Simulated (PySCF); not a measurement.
2-methyl-1,4-pentadiene, C₆H₁₀.
Numbering: `[CH2:1]=[CH:2][CH2:3][C:4](=[CH2:5])[CH3:6]` (hydrogens: H7, H8 on C1; H9 on C2; H10, H11 on C3; H12, H13 on C5; H14, H15, H16 on C6)

The same species was optimised twice, with GFN2-xTB and with PBE0-D3(BJ)/def2-SVP (PySCF), and the same property calculations (PySCF, gas phase) were run on both structures.

```json
{"coordinate": "C4=C5 (Å)", "GFN2-xTB": "1.322", "PBE0-D3(BJ)/def2-SVP": "1.338", "change": "+0.016"}
{"coordinate": "C1=C2 (Å)", "GFN2-xTB": "1.319", "PBE0-D3(BJ)/def2-SVP": "1.333", "change": "+0.014"}
{"coordinate": "C3–C4 (Å)", "GFN2-xTB": "1.508", "PBE0-D3(BJ)/def2-SVP": "1.511", "change": "+0.003"}
{"coordinate": "C2–C3 (Å)", "GFN2-xTB": "1.499", "PBE0-D3(BJ)/def2-SVP": "1.501", "change": "+0.002"}
{"coordinate": "C4–C6 (Å)", "GFN2-xTB": "1.497", "PBE0-D3(BJ)/def2-SVP": "1.498", "change": "+0.001"}
{"coordinate": "C2–C3–C4 (°)", "GFN2-xTB": "110.3", "PBE0-D3(BJ)/def2-SVP": "112.5", "change": "+2.2"}
{"coordinate": "C1–C2–C3 (°)", "GFN2-xTB": "124.6", "PBE0-D3(BJ)/def2-SVP": "125.6", "change": "+1.0"}
{"coordinate": "C3–C4–C6 (°)", "GFN2-xTB": "115.0", "PBE0-D3(BJ)/def2-SVP": "115.9", "change": "+0.9"}
{"coordinate": "C3–C4–C5 (°)", "GFN2-xTB": "122.1", "PBE0-D3(BJ)/def2-SVP": "121.5", "change": "-0.6"}
{"coordinate": "C5–C4–C6 (°)", "GFN2-xTB": "122.9", "PBE0-D3(BJ)/def2-SVP": "122.6", "change": "-0.3"}
{"coordinate": "C1–C2–C3–C4 (°)", "GFN2-xTB": "119", "PBE0-D3(BJ)/def2-SVP": "118", "change": "-1"}
{"coordinate": "C2–C3–C4–C5 (°)", "GFN2-xTB": "109", "PBE0-D3(BJ)/def2-SVP": "113", "change": "+4"}
```

Rotational constants: A = 6707, B = 2243, C = 1884 MHz (GFN2-xTB) against A = 6755, B = 2180, C = 1828 MHz (PBE0-D3(BJ)/def2-SVP). Point groups within 0.08 Å: C1 and C1.

On the GFN2-xTB structure: lowest singlet, TDDFT (eV) 6.08 [B3LYP/def2-SVPD]; isotropic polarisability (au) 74.9 [B3LYP/def2-SVPD]; HOMO (eV) -7.00 [B3LYP/def2-SVPD]; LUMO (eV) -0.29 [B3LYP/def2-SVPD]; dipole (D) 0.28 [B3LYP/def2-SVPD].

**Question.** What do these properties become on the PBE0-D3(BJ)/def2-SVP structure?

**Answer.** 
```tsv
property	level	on GFN2-xTB	on PBE0-D3(BJ)/def2-SVP	change
lowest singlet, TDDFT (eV)	B3LYP/def2-SVPD	6.08	5.98	-0.10
isotropic polarisability (au)	B3LYP/def2-SVPD	74.9	76.7	+1.8
HOMO (eV)	B3LYP/def2-SVPD	-7.00	-6.96	+0.04
LUMO (eV)	B3LYP/def2-SVPD	-0.29	-0.35	-0.06
dipole (D)	B3LYP/def2-SVPD	0.28	0.28	0.00
energy, GFN2-xTB geometry as zero (kcal/mol)	B3LYP/def2-SVPD	0.0	-1.5	-1.5
```

The heavy atoms differ by 0.043 Å rms after alignment. Among bonds between heavy atoms C4=C5 changes most (+0.016 Å). Changes are differences of the printed values. Neither structure is proved a minimum here.

Shape of the structure used: `[CH2:1]=[CH:2][CH2:3][C:4](=[CH2:5])[CH3:6]`: C1–C2–C3–C4 118°, C2–C3–C4–C5 113°.
